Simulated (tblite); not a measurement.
C₆H₄ (charge +1 and doublet state).
SMILES with atom numbers: `[CH:1]#[C:2]/[CH:3]=[CH:4]\[C:5]=[CH+:6]` (hydrogens: H7 on C1; H8 on C3; H9 on C4; H10 on C6)

Level: GFN2-xTB in tblite, geometry and Hessian alike; calculated harmonic values, unscaled, isolated species. Against measured fundamentals such values can be off by several per cent, at times by over 20. Open shells enter through the occupations alone, without spin polarisation, and single modes of such species can be off by tens of per cent.

Harmonic wavenumbers (cm⁻¹): 95.6, 145.3, 219.4, 319.1, 383.8, 394.6, 597.6, 648.8, 656.6, 663.3, 710.5, 726.7, 852.5, 955.5, 1057.7, 1162.3, 1318.1, 1459.1, 2136.3, 2151.1, 3023.3, 3032.2, 3305.2, 3308.0.

A = 7239, B = 2572, C = 1898 MHz; mass 76.031 u (most abundant isotopes); point group C2v, symmetry number 2; spin multiplicity 2.

Q: Zero-point energy?

A: ½Σν̃ = 14661 cm⁻¹ = 175.39 kJ/mol.

Q: Entropy at 298.15 K, 1 bar (ideal gas, RRHO, classical rotation)?

A: Translation 162.87, rotation 105.58, vibration 59.06, spin (R ln 2) 5.76: S = 333.3 J/(mol K).

Q: And Cp and H(298.15 K) − H(0)?

A: Cp = 106.28 J/(mol K), of which vibrations give 73.02 (their classical limit is 24 R = 199.5); H(298.15 K) − H(0) = 20.16 kJ/mol without the zero-point energy, 10.25 from vibrations.

Q: How do the functions run with temperature in this model?

A: 
| T (K) | S (J/(mol K)) | Cp (J/(mol K)) | H − H(0) (kJ/mol) | G − H(0) (kJ/mol) | ln q(vib) |
| --- | --- | --- | --- | --- | --- |
| 50 | 217.7 | 40.8 | 1.77 | -9.11 | 0.08 |
| 100 | 250.2 | 54.2 | 4.15 | -20.87 | 0.48 |
| 373.15 | 358.8 | 121.7 | 28.73 | -105.17 | 4.02 |
| 500 | 397.4 | 141.6 | 45.50 | -153.19 | 5.80 |
| 750 | 460.1 | 167.2 | 84.36 | -260.69 | 9.13 |
| 1000 | 510.6 | 184.1 | 128.41 | -382.23 | 12.15 |

q(vib) and H(0) count from the zero-point level.

Q: Which modes carry the vibrational entropy at 298.15 K?

A: 95.6 cm⁻¹: 14.82; 145.3 cm⁻¹: 11.43; 219.4 cm⁻¹: 8.22; 319.1 cm⁻¹: 5.50; 383.8 cm⁻¹: 4.29; 394.6 cm⁻¹: 4.11 J/(mol K); the other 18 give 10.69 together.

Q: What must be added to the electronic energy to get the Gibbs energy at 298.15 K and 1 bar?

A: ZPE + [H(298.15 K) − H(0)] − T·S = 175.39 + 20.16 − 99.37 = 96.18 kJ/mol.

Hindered rotation and anharmonicity are outside this model.
